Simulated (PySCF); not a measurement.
## Beryllium: a sound run and one with changed settings

Sound run: Be [He] 2s2, Be⁺ [He] 2s1. All numbers are calculated (PySCF 2.14, no relativity, point nucleus, in cc-pVTZ (4s3p2d1f, 30 functions)). In the sound run the correlated levels freeze 1s2. The sound run starts from symmetry-adapted Hartree-Fock orbitals and uses a fine grid where one is needed.

Changed run: all electrons correlated in a basis built for the valence shell.

| species | method | sound run (hartree) | changed run (hartree) | converged |
| --- | --- | --- | --- | --- |
| Be | MP2 | -14.60105 | -14.60644 | yes |
| Be | CCSD(T) | -14.61843 | -14.62379 | yes |
| Be⁺ | MP2 | n/a | -14.28219 | yes |
| Be⁺ | CCSD(T) | n/a | -14.28259 | yes |

Ionisation energy of Be:

```csv
method,sound run (eV),changed run (eV)
UHF,8.045,8.045
MP2,8.811,8.823
SCS-MP2,8.965,8.975
CCSD,9.284,9.279
CCSD(T),9.284,9.285
```

A valence basis has no tight correlating functions, so it recovers only part of the core correlation, and not evenly between atom and ion.

For comparison, NIST gives 9.323 eV between the lowest levels.
